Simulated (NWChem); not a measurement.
methanol (CH4O); SMILES CO

All runs: NWChem. Level B3LYP/def2-SVP: optimisations from one semi-empirical or force-field start; each run changes one setting, and all end within 0.3 mHa of each other.

Task: Which setting needs the most optimisation steps, or fails (redundant internal coordinates, default thresholds; no line search; symmetry off; Cartesian coordinates)?

Result: Cartesian coordinates, with 6 against 4 for the defaults.
```csv
setting,optimisation steps
"redundant internal coordinates, default thresholds",4
symmetry off,4
no line search,4
Cartesian coordinates,6
```
